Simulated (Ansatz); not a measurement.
Basis-set extrapolation for `CC(C)C` (PBE0-D4/def2-TZVP geometry, frozen core, Ansatz). Multiplicity 1, RHF reference.

|  | def2-TZVPP | def2-QZVPP |
| --- | --- | --- |
| HF | -157.359824 | -157.367534 |
| MP2 correlation | -0.719053 | -0.763158 |
| CCSD(T) correlation | -0.798601 | not run |

Energies in hartree. Use E(X) = E(∞) + A·exp(−7.88·√X) for Hartree–Fock and E(X) = E(∞) + B·X^(−2.97) for correlation, with X = 3 and 4, and add CCSD(T) minus MP2 of the smaller set to the MP2 limit.

What is the CCSD(T) energy at the basis-set limit?

HF limit: -157.367534 + (-0.007710) × 0.13774 = -157.36860. MP2 limit: -0.763158 + (-0.044105) × 0.74074 = -0.79583. Higher-order term: -0.798601 − (-0.719053) = -0.07955. Total: -158.24398 hartree, 224.6 kJ/mol below CCSD(T)/def2-TZVPP.
